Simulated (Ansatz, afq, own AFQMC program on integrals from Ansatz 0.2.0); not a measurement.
**AlBH₂, singlet in cc-pVDZ, levels against CCSDT(Q)**

```yaml
atoms:
  - { symbol: B, position_ang: [0.0000, -0.3817, 2.2600] }
  - { symbol: Al, position_ang: [0.0000, 0.1776, -0.9486] }
  - { symbol: H, position_ang: [0.0000, 0.2216, 3.2940] }
  - { symbol: H, position_ang: [0.0000, -0.8822, -2.1408] }
```

Connectivity, by distances: BH ··· AlH.

Basis cc-pVDZ. Noble-gas cores (and the filled d shells of Ga–Kr and In–Xe) are frozen. Ansatz 0.2.0 and our own AFQMC program on the same integrals; the CISD trial comes from CCSD amplitudes, and released means the phaseless constraint is let go. Error bars are statistical, one sigma.

Determinant: RHF, the one that the program's search chose, which needn't be the lowest solution. The geometry is a point of a scan.

No full CI on the walks' own integrals is used here; CCSDT(Q) serves as the reference and is uncertain by about the last step of the cluster series.

Cautions: higher spins were not checked; restricted determinant unstable towards unrestricted (UHF 238 meV lower, ⟨S²⟩ 0.76).

```
T1 diagnostic                               : 0.0188
weight of the determinant in the CISD state : 0.842
size of the correlated space                : 8 electrons in 36 orbitals
```

Reference: CCSDT(Q), correlation energy -4.572 eV. The released energy is read at 2.40 1/Eh (meV from the phaseless value at times in 1/Eh: 12 ± 16 at 0.24, 3 ± 15 at 0.51, -12 ± 18 at 0.99, -31 ± 14 at 1.62, -32 ± 19 at 2.40).

```json
{"level": "HF", "E − E(reference) (kcal/mol)": "105.42", "share of correlation (%)": "0.00"}
{"level": "MP2", "E − E(reference) (kcal/mol)": "32.67", "share of correlation (%)": "69.01"}
{"level": "CCSD", "E − E(reference) (kcal/mol)": "3.27", "share of correlation (%)": "96.89"}
{"level": "CCSD(T)", "E − E(reference) (kcal/mol)": "0.97", "share of correlation (%)": "99.08"}
{"level": "CCSDT", "E − E(reference) (kcal/mol)": "0.12", "share of correlation (%)": "99.88"}
{"level": "ph-AFQMC/CISD", "E − E(reference) (kcal/mol)": "0.49 ± 0.36", "share of correlation (%)": "99.54"}
{"level": "released AFQMC", "E − E(reference) (kcal/mol)": "-0.25 ± 0.43", "share of correlation (%)": "100.24"}
```

A walk keeps the symmetry of its determinant, which the program's search chose and which needn't be the lowest solution, so a lower state of the same spin and another symmetry isn't excluded. Released energies are given only where the last usable release times agree within the noise; a slower fall can still hide under it.
